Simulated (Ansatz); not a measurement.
**[OH···H···H], doublet: transfer scan**

Starting geometry:

| atom | x (Å) | y (Å) | z (Å) |
| --- | --- | --- | --- |
| O | -0.1530 | -0.0491 | 0.0000 |
| H | -0.4023 | 0.8775 | 0.0000 |
| H | 0.8065 | -0.0491 | 0.0000 |
| H | 2.0240 | -0.0491 | 0.0000 |

From there H3 is moved from one fragment to the other while all else, the fragments' distance too, stays fixed; atoms are numbered as listed. Energies are in eV, counted from the starting geometry at the same level. Kohn–Sham curves are unrestricted where that lies lower.

Basis cc-pVTZ; Ansatz 0.2.0. Only valence electrons are correlated (noble-gas cores frozen). Prefix R: restricted or restricted open-shell reference; prefix U: unrestricted.

Full CI isn't at hand for all of this; UCCSDT(Q) serves as the reference, and is uncertain by about the last step of the cluster series.

| distance O1-H3 (Å) | UCCSDT(Q) | PBE | r2SCAN | PBE0 | B3LYP | r2SCAN0 | wB97M-V | B2PLYP | RPA-PBE |
| --- | --- | --- | --- | --- | --- | --- | --- | --- | --- |
| 0.960 | 0.000 | 0.000 | 0.000 | 0.000 | 0.000 | 0.000 | 0.000 | 0.000 | 0.000 |
| 1.027 | 0.076 | -0.006 | 0.013 | 0.046 | 0.020 | 0.050 | 0.051 | 0.053 | 0.045 |
| 1.162 | 0.434 | 0.198 | 0.256 | 0.333 | 0.249 | 0.353 | 0.345 | 0.365 | 0.305 |
| 1.297 | 0.616 | 0.368 | 0.421 | 0.495 | 0.370 | 0.508 | 0.487 | 0.543 | 0.427 |
| 1.432 | 0.615 | 0.533 | 0.517 | 0.571 | 0.427 | 0.533 | 0.505 | 0.575 | 0.458 |
